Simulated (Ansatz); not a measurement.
A made-up structure of CH₅BSi, closed shell:

```
8
angstrom
C -0.7423 1.1151 -0.5702
B 0.0574 -0.0757 -0.0726
Si 0.7930 -1.4059 1.0063
H 0.5962 -0.7544 2.2526
H -0.6495 1.3049 -1.6420
H -0.3843 2.0029 -0.0301
H 2.2603 -1.1965 1.1541
H 0.4673 -2.7546 0.4648
```

It is relaxed with PBE-D4/def2-SVP and then PBE0-D4/def2-TZVP (Ansatz 0.2.0). Atoms count as bonded within 1.22 times the sum of their covalent radii (H–H: 0.88 Å). The end point is not checked to be a true minimum.

**Question.** Does its bonding change? (A judgement: the text doesn't fix the answer.)

**Answer.** By the calculation: No: no bond forms or breaks.

Where it ends: The first stage lowers the energy by 1.28 eV in 14 steps. It ends as CH₅BSi ([CH2][B][SiH3]):
C1  (-0.469, 1.212, -0.648)
B2  (0.106, 0.152, 0.023)
Si3  (0.905, -1.340, 1.044)
H4  (0.616, -1.049, 2.475)
H5  (-0.462, 1.298, -1.732)
H6  (-0.967, 2.029, -0.132)
H7  (2.376, -1.421, 0.852)
H8  (0.295, -2.645, 0.680)
(Å)

Labels in which every atom is bracketed show which atoms are joined, not bond orders.

For scale, one of the runs: PBE0-D4/def2-TZVP relaxation, 129 basis functions, launched by `ansatz run in.yaml --threads 2 --pin off --events-out ev --progress --plain --max-ram 4352MiB`. Hardware: 2 CPU threads of an Intel Xeon Platinum 8223CL, shared host. Wall time about 12 s.
